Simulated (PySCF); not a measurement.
# NP: the cost of one run

Computed with PySCF 2.14.0, with density-fitted response routines of our own, on a single molecule in the gas phase. Atoms count from 0, in the outputs and in this text.

**1. Starting geometry**

2 atoms, charge 0, multiplicity 1; geometry from: GFN2-xTB. The atoms were then displaced at random by about 0.03 Å, so the start is not that level's minimum.

Bonds of the start (Å): N0–P1 1.54.

**2. Geometry optimisation at PBE0-D3(BJ)/def2-SVP**

The job: settings as JSON, then the geometry in Å.

```
{"job": {"xc": "PBE0", "basis": "def2-SVP", "d3": "d3bj", "grid": 1, "shake": 0.03, "kind": "geom"}, "charge": 0, "multiplicity": 1}
N      0.793070    -0.082530     0.006950
P     -0.743360    -0.005180    -0.029170
```

The run is started by

```console
OMP_NUM_THREADS=1 python probes_run.py task.json out
```

One launch serves the whole session: the jobs run in the order shown.

Q: Estimate the wall time and peak memory of this first job on 1 thread of Arm Neoverse V1, shared host.

About 1 s, with a peak of 0.22 GiB.
